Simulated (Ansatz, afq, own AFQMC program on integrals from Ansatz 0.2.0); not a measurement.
Sb⁺, quintet in def2-TZVP, levels against full CI

A free Sb cation.

Basis def2-TZVP with its core potentials. Noble-gas cores (and the filled d shells of Ga–Kr and In–Xe) are frozen. AFQMC by an in-house program on the Cholesky factors that Ansatz 0.2.0 writes for its CCSD(T) run. ph-AFQMC/CISD is guided by a CISD state made of CCSD amplitudes; releasing the constraint for a short imaginary time cuts its bias at the price of noise, slowly where states lie close. ± is one standard error of the sampling. No spin–orbit coupling.

Determinant: UHF, the one that the program's search chose, which needn't be the lowest solution.

Full CI on the same integrals is exact in this basis and with this determinant's frozen core.

Cautions: no spin-orbit coupling; inner d shell frozen; another spin lies lower (by 5.19 eV).

The T1 diagnostic is 0.0015 and the weight of the determinant in the CISD state is 0.985. The ⟨S²⟩ of the determinant is 6.004 and the size of the correlated space is 4 electrons in 41 orbitals.

Reference: full CI, correlation energy -0.579 eV. The released energy is read at 2.40 1/Eh (meV from the phaseless value at times in 1/Eh: -0.05 ± 0.09 at 0.24, 0.03 ± 0.07 at 0.51, -0.05 ± 0.06 at 0.99, -0.06 ± 0.06 at 1.62, -0.03 ± 0.05 at 2.40).

```
         level  E − E(reference) (kJ/mol)  share of correlation (%)
            HF                       55.9                      0.00
           MP2                       14.4                     74.25
          CCSD                        0.8                     98.52
       CCSD(T)                        0.2                     99.63
         CCSDT                        0.0                    100.00
      CCSDT(Q)                        0.0                    100.00
 ph-AFQMC/CISD                 0.0 ± 0.01                     99.99
released AFQMC                 0.0 ± 0.01                    100.00
```

CCSDT and higher add their correlation energy to the determinant of the CCSD(T) run, since their own runs factorise the integrals more tightly (a shift of under 2 meV). A walk keeps the symmetry of its determinant, which the program's search chose and which needn't be the lowest solution, so a lower state of the same spin and another symmetry isn't excluded. Released energies are given only where the last usable release times agree within the noise; a slower fall can still hide under it.
